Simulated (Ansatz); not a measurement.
Species: ClF (charge 0, singlet). 
Coordinates optimised at B3LYP-D3(BJ)/def2-TZVP (Ansatz, a program for electronic structure):
SMILES: FCl
```xyz
2

F      0.0000     0.0000    -1.0729
Cl     0.0000     0.0000     0.5680
```
Charge 0, spin multiplicity 1.

Quantity: atomisation energy (electronic, to ground-state atoms), in kcal/mol. Correlated levels leave the core frozen unless marked. Open shells are spin-unrestricted. Spin-orbit coupling is left out. Non-relativistic. The coupled-cluster limit lacks core correlation, which all-electron functionals hold. CBS(X,Y): correlation extrapolated as X^-3; Hartree-Fock from the larger set (for Q and 5 zeta extrapolated as (X+1)exp(-9√X)).

```csv
level,program,atomisation energy (kcal/mol),minus last row,rough core time
BHLYP-D4/def2-TZVPD,Ansatz + dftd4,47.0,-15.6,under 20 s
r2SCANh/def2-TZVPD,Ansatz,58.3,-4.3,under 20 s
B2GP-PLYP-D4/def2-TZVPD,Ansatz + dftd4,58.1,-4.5,under 20 s
SCS-MP2/def2-QZVPP,Ansatz,62.6,0.0,-
"CCSD/CBS(def2-TZVPPD,def2-QZVPPD)",Ansatz,56.3,-6.3,-
CCSD(T) with core electrons (1s frozen past Ne)/cc-pwCVTZ,Ansatz,56.5,-6.1,under 20 s
"CCSD(T)/CBS(cc-pV(Q+d)Z,cc-pV(5+d)Z)",Ansatz,62.6,0.0,40 s
```

Core times are rough, on shared machines, summed over the molecules involved; a dash marks a level read off another run, or run on other hardware, by another program or under a memory cap.
